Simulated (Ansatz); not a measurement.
# NaS+ (triplet): wave-function methods side by side, def2-QZVPP

An exercise on one series of results from a longer session: the logs are not shown, and one member is left open.

The runs use Ansatz 0.2.0, Gaussian basis; def2-QZVPP, core rule «outside noble gas», up to 10 orbitals frozen.

To be run: UHF; ROHF; CCSD(T) on UHF.

2 further runs of the same task are left out: 2 set aside as unsound or not needed.

**What is computed**

The geometry is a PBE0/def2-TZVP stationary point (not a proven minimum).

2 atoms, charge 1, spin multiplicity 3.

Atoms are counted from 1 here; the program's logs count them from 0.

Bond lengths: S1–Na2 2.856 Å.

Set-up of the first run:

The input, in.yaml:

```yaml
crystal:
  periodic: [false, false, false]
  atoms:
    - {symbol: S, position_ang: [0.000000, 0.000000, 0.000000]}
    - {symbol: Na, position_ang: [0.000000, 0.000000, 2.855900]}
basis:
  gaussian: {orbitals: "def2-QZVPP.json"}
total_charge: 1
magnetization: {spin_polarized: true, initial_magnetization: 2}
hamiltonian: {xc: hf}
output: {orbitals: {seedname: orbitals}}
```

Command:

```bash
> ansatz run in.yaml --threads 1 --pin off --events-out ev --progress --plain --max-ram 2393MiB
```

Steps of the session up to this table: UHF; ROHF; CCSD(T) on UHF.

One table of the session follows, with a row left open; its other results are not shown here.

| method | from UCCSD(T) (kJ/mol) |
| --- | --- |
| ROHF | +423.8 |
| UHF | ? |
| UMP2 | +72.1 |
| UCCSD | +15.3 |
| UCCSD(T) | 0 |

Estimate the missing values for UHF.

**Answer.** from UCCSD(T) (kJ/mol): +407.2. In the column «from UCCSD(T) (kJ/mol)» it lies between UMP2 (+72.1) and ROHF (+423.8).
